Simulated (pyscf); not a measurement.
Structures and frequencies: ωB97X-D3(BJ)/def2-SVP in PySCF.

Problem. What is the homolytic dissociation enthalpy (298 K, ωB97M-D3(BJ)/def2-TZVP) of the C–O bond of H₃C–O–C(CH₃)=O, to CH₃• + H₃C–C(O•)=O?

Solution. C–O to CH₃• + H₃C–C(O•)=O: 87.7 kcal/mol. The 7 functionals that were run give +74.6 (r²SCAN) to +93.4 kcal/mol (M06-2X). The radicals are drawn with the spin at the cut bond; how far it spreads was not checked. H₃C–C(O•)=O lies 11.8 kcal/mol over its isomer •H₂C–C(=O)–OH (electronic energy, ωB97M-D3(BJ)/def2-TZVP).
